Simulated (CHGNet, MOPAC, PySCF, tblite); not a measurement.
## How well does each level of theory give the equilibrium lattice constant a of rock-salt LiH?

Reference value: 3.979 Å (measured, static lattice: zero-point anharmonic expansion removed; as tabulated in Mejia-Rodriguez and Trickey (2018), arXiv:1807.09216).

Task: Which of these levels comes closest to the reference?
A) PM7 semi-empirical Hartree-Fock (MOPAC) (MOPAC)
B) Hartree–Fock (PySCF)
C) GFN1-xTB (tblite)
D) CHGNet-r²SCAN (CHGNet)

Result: D, CHGNet-r²SCAN (CHGNet)

```csv
level (code),value (Å),error (%)
GFN1-xTB (tblite),4.802,+21
PM7 semi-empirical Hartree-Fock (MOPAC) (MOPAC),4.185,+5.18
CHGNet-r²SCAN (CHGNet),3.994,+0.38
Hartree–Fock (PySCF),4.101 ± 0.02,+3.07
```

Of these levels CHGNet-r²SCAN (+0.38 %) comes nearest. GFN1-xTB (+21 %) misses by most. Of these only CHGNet-r²SCAN lands within 0.5 %. All 4 levels lie above the reference.

A ± on a computed value is a rough bar: the spread of its extrapolation, a floor set from checks against published values, or a statistical error. GFN1-xTB: the cell moved over 20 % in volume from its start. GFN1-xTB, PM7 semi-empirical Hartree-Fock (MOPAC): the method was fitted mainly to molecules. GFN1-xTB, PM7 semi-empirical Hartree-Fock (MOPAC): the run uses a supercell at the zone centre in place of a k mesh.

Machine-learned potentials (CHGNet-r²SCAN) are trained on DFT data, which may include these solids.

Differences are worked out from the printed values.
